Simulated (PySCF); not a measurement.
Which basis set comes closest?

Molecule: `Cl`, ClH.

Atom-mapped SMILES (the numbers label the heavy atoms): `[ClH:1]`. Each H is labelled by its parent atom.

Geometry PBE0-D3(BJ)/def2-SVP throughout; GIAO in PySCF 2.14, gas phase, one conformer, non-relativistic; equivalent atoms averaged; functional PBE0.

Reference values (CCSD(T)/uncontracted aug-cc-pCV5Z non-relativistic; gas (isolated, no vibration); Jaszunski et al., J. Chem. Phys. 2013, 139, 234302): σ(Cl1) = 962.7 ppm, σ(H(Cl1)) = 30.73 ppm.

How do the basis sets STO-3G, 6-31G, pcSseg-0, 6-31G*, def2-SVP, cc-pVDZ, pcSseg-1, aug-cc-pVDZ, 6-311+G(2d,p), def2-TZVP, cc-pVTZ, IGLO-III, pcSseg-2, pcSseg-3 perform against the reference? Times are CPU seconds on shared hosts with different chips, so compare them loosely.

## Answers


```tsv
basis set	functions	Cl1	H(Cl1)	abs. error Cl	abs. error H	core-s
STO-3G	10	1025.8	32.43	63.1	1.70	0.18
6-31G	15	931.2	32.80	31.5	2.07	0.35
pcSseg-0	15	952.4	32.44	10.3	1.71	0.54
6-31G*	20	929.8	31.75	32.9	1.02	0.38
def2-SVP	23	968.3	31.20	5.6	0.47	0.32
cc-pVDZ	23	960.5	30.96	2.2	0.23	0.73
pcSseg-1	29	943.3	30.43	19.4	0.30	0.88
aug-cc-pVDZ	36	967.6	31.22	4.9	0.49	0.85
6-311+G(2d,p)	41	948.0	31.13	14.7	0.40	0.51
def2-TZVP	43	932.7	30.92	30.0	0.19	0.58
cc-pVTZ	48	952.4	30.76	10.3	0.03	1
IGLO-III	54	944.8	31.00	17.9	0.27	0.98
pcSseg-2	57	940.8	30.49	21.9	0.24	0.39
pcSseg-3	109	941.9	30.59	20.8	0.14	2.4
```

For 35Cl the closest is cc-pVDZ (2.2 ppm) and the furthest STO-3G (63.1 ppm).

For 1H the closest is cc-pVTZ (0.03 ppm) and the furthest 6-31G (2.07 ppm). Where a smaller basis beats a larger one, errors probably cancel; the largest sets show where the functional converges. One molecule is a small sample, and the reference may use another geometry.

A small basis that lands close on one nucleus may do so by chance; judge by the trend and by all nuclei.
